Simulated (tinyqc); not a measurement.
Worked calculation: UHF in the sto-3g basis, for OH+, spin multiplicity 3. One step of it, computed by the program tinyqc.

Task: Iteration 1: building the Fock matrix. J_ij = sum D_kl (ij|kl) with D = D(alpha) + D(beta), K_ij = sum D_kl (ik|jl) for each spin; F = H + J - K(s); E = tr D H + tr D J / 2 - 0.5 sum_s tr D(s) K(s) + E_nn.

D(alpha) at the start:
```
            1O 1s      1O 2s     1O 2px     1O 2py     1O 2pz      2H 1s
1O 1s    1.060027  -0.321410   0.039572  -0.024560  -0.006987   0.066681
1O 2s   -0.321410   1.128385   0.276540  -0.171630   0.417934  -0.802737
1O 2px   0.039572   0.276540   0.655066   0.214077  -0.220537   0.183760
1O 2py  -0.024560  -0.171630   0.214077   0.867137   0.136873  -0.114048
1O 2pz  -0.006987   0.417934  -0.220537   0.136873   1.058975  -0.426079
2H 1s    0.066681  -0.802737   0.183760  -0.114048  -0.426079   1.379602
```

D(beta) at the start:
```
            1O 1s      1O 2s     1O 2px     1O 2py     1O 2pz      2H 1s
1O 1s    0.486410  -0.189783  -0.065194  -0.460557  -0.173910   0.284870
1O 2s   -0.189783   1.090913   0.254947  -0.077818   0.528557  -0.855914
1O 2px  -0.065194   0.254947   0.349404   0.095293   0.203059   0.204085
1O 2py  -0.460557  -0.077818   0.095293   0.530392   0.072046   0.049126
1O 2pz  -0.173910   0.528557   0.203059   0.072046   0.290779  -0.331642
2H 1s    0.284870  -0.855914   0.204085   0.049126  -0.331642   1.295278
```

core Hamiltonian H = T + V (hartree):
```
             1O 1s      1O 2s     1O 2px     1O 2py     1O 2pz      2H 1s
1O 1s   -32.130019  -7.472937   0.000000   0.000000  -0.013459  -1.451842
1O 2s    -7.472937  -8.754229   0.000000   0.000000  -0.161879  -3.120566
1O 2px    0.000000   0.000000  -6.925390   0.000000   0.000000   0.000000
1O 2py    0.000000   0.000000   0.000000  -6.925390   0.000000   0.000000
1O 2pz   -0.013459  -0.161879   0.000000   0.000000  -7.031438  -2.250341
2H 1s    -1.451842  -3.120566   0.000000   0.000000  -2.250341  -4.471325
```

Two-electron integrals (ij|kl) in chemists' order, unique and non-zero (hartree):
```
(11|11) 4.785065   (21|11) 0.741380   (21|21) 0.136873   (22|11) 1.118947
(22|21) 0.256633   (22|22) 0.817206   (31|31) 0.024477   (32|31) 0.037809
(32|32) 0.180518   (33|11) 1.115814   (33|21) 0.256684   (33|22) 0.817023
(33|33) 0.880159   (41|41) 0.024477   (42|41) 0.037809   (42|42) 0.180518
(43|43) 0.047444   (44|11) 1.115814   (44|21) 0.256684   (44|22) 0.817023
(44|33) 0.785270   (44|44) 0.880159   (51|51) 0.024477   (52|51) 0.037809
(52|52) 0.180518   (53|53) 0.047444   (54|54) 0.047444   (55|11) 1.115814
(55|21) 0.256684   (55|22) 0.817023   (55|33) 0.785270   (55|44) 0.785270
(55|55) 0.880159   (61|11) 0.144845   (61|21) 0.026520   (61|22) 0.049419
(61|33) 0.049323   (61|44) 0.049323   (61|51) 0.001224   (61|52) 0.002294
(61|55) 0.049618   (61|61) 0.005205   (62|11) 0.356621   (62|21) 0.082836
(62|22) 0.292559   (62|33) 0.287553   (62|44) 0.287553   (62|51) 0.006224
(62|52) 0.047789   (62|55) 0.302289   (62|61) 0.016369   (62|62) 0.130278
(63|31) 0.008616   (63|32) 0.050344   (63|53) 0.009898   (63|63) 0.018447
(64|41) 0.008616   (64|42) 0.050344   (64|54) 0.009898   (64|64) 0.018447
(65|11) 0.258642   (65|21) 0.060848   (65|22) 0.229457   (65|33) 0.219074
(65|44) 0.219074   (65|51) 0.012618   (65|52) 0.085780   (65|55) 0.249966
(65|61) 0.012549   (65|62) 0.124120   (65|65) 0.135332   (66|11) 0.500062
(66|21) 0.118041   (66|22) 0.478472   (66|33) 0.459202   (66|44) 0.459202
(66|51) 0.011371   (66|52) 0.120765   (66|55) 0.516411   (66|61) 0.023527
(66|62) 0.269615   (66|65) 0.293198   (66|66) 0.774606
```

nuclear repulsion = 4.11811059 hartree

Give: Coulomb J; exchange K(alpha); exchange K(beta); F(alpha); F(beta); total energy of this density.

Result:

Coulomb J (hartree):
```
         1O 1s   1O 2s  1O 2px  1O 2py  1O 2pz   2H 1s
1O 1s   13.176   2.507   0.046  -0.044   0.054   0.489
1O 2s    2.507   6.343   0.229  -0.133   0.364   2.415
1O 2px   0.046   0.229   6.295   0.029   0.006   0.067
1O 2py  -0.044  -0.133   0.029   6.332   0.019  -0.032
1O 2pz   0.054   0.364   0.006   0.019   6.385   2.045
2H 1s    0.489   2.415   0.067  -0.032   2.045   4.489
```

exchange K(alpha) (hartree):
```
         1O 1s   1O 2s  1O 2px  1O 2py  1O 2pz   2H 1s
1O 1s    4.796   0.708   0.137  -0.085   0.073   0.125
1O 2s    0.708   1.049   0.350  -0.217   0.203   0.387
1O 2px   0.137   0.350   0.811   0.178  -0.142   0.133
1O 2py  -0.085  -0.217   0.178   0.987   0.088  -0.083
1O 2pz   0.073   0.203  -0.142   0.088   1.047   0.426
2H 1s    0.125   0.387   0.133  -0.083   0.426   0.806
```

exchange K(beta) (hartree):
```
         1O 1s   1O 2s  1O 2px  1O 2py  1O 2pz   2H 1s
1O 1s    2.267   0.461   0.013  -0.545  -0.027   0.141
1O 2s    0.461   0.755   0.304  -0.197   0.290   0.297
1O 2px   0.013   0.304   0.477   0.079   0.216   0.226
1O 2py  -0.545  -0.197   0.079   0.628   0.071  -0.013
1O 2pz  -0.027   0.290   0.216   0.071   0.362   0.288
2H 1s    0.141   0.297   0.226  -0.013   0.288   0.682
```

F(alpha) (hartree):
```
          1O 1s   1O 2s  1O 2px  1O 2py  1O 2pz   2H 1s
1O 1s   -23.750  -5.674  -0.092   0.041  -0.032  -1.087
1O 2s    -5.674  -3.460  -0.121   0.084   0.000  -1.092
1O 2px   -0.092  -0.121  -1.441  -0.149   0.148  -0.066
1O 2py    0.041   0.084  -0.149  -1.580  -0.069   0.051
1O 2pz   -0.032   0.000   0.148  -0.069  -1.694  -0.631
2H 1s    -1.087  -1.092  -0.066   0.051  -0.631  -0.789
```

F(beta) (hartree):
```
          1O 1s   1O 2s  1O 2px  1O 2py  1O 2pz   2H 1s
1O 1s   -21.221  -5.427   0.033   0.502   0.068  -1.104
1O 2s    -5.427  -3.166  -0.075   0.063  -0.088  -1.002
1O 2px    0.033  -0.075  -1.108  -0.050  -0.210  -0.159
1O 2py    0.502   0.063  -0.050  -1.221  -0.053  -0.019
1O 2pz    0.068  -0.088  -0.210  -0.053  -1.008  -0.493
2H 1s    -1.104  -1.002  -0.159  -0.019  -0.493  -0.664
```

total energy of this density = -60.47291 hartree
